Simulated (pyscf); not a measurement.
A first-order saddle from PySCF, ωB97X-D3(BJ)/def2-SVP:

```xyz
12

Sn     0.7021    -0.1936    -0.3746
Sn    -0.4925     0.8873     3.1657
H      0.7929    -0.4499     1.6777
H     -0.5038    -1.2857    -0.9204
H      2.2375    -0.6979    -0.9716
H      0.7181    -0.5598     2.6124
H      0.5268     2.0367     2.2961
H     -1.4755     0.5114     1.7410
C      0.2777     1.8162    -0.9828
H      0.3091     1.8893    -2.0806
H      1.0210     2.5005    -0.5508
H     -0.7207     2.0999    -0.6227
```
Charge 0, spin multiplicity 2.

Surface: doublet, charge 0. Lowest wavenumbers (cm⁻¹): 902i, 51, 65, 96, 113.

Task: What reaction is this the transition state of?

Result: H₃C–SnH₂• + SnH₂ [singlet] + H₂ <-> H₃C–SnH₃ + SnH₃•, an addition across a multiple bond or ene-type step read from left to right: H–H broken and H–Sn, H–Sn formed. At ωB97M-D3(BJ)/def2-TZVP it lies +5.8 kJ/mol from the left side and +101.8 kJ/mol from the right (each side as separated species at their lowest minima found). On the reactant side the descent ends in a bound adduct, 34.8 kJ/mol under the separated species and 24.5 kJ/mol under the saddle at ωB97X-D3(BJ)/def2-TZVP. At ωB97X-D3(BJ) the barrier from the zero used here is -10.3 kJ/mol. This is the saddle that the search found; another between the same sides may lie lower. Elements past Kr carry the def2 core potentials, without spin-orbit coupling.
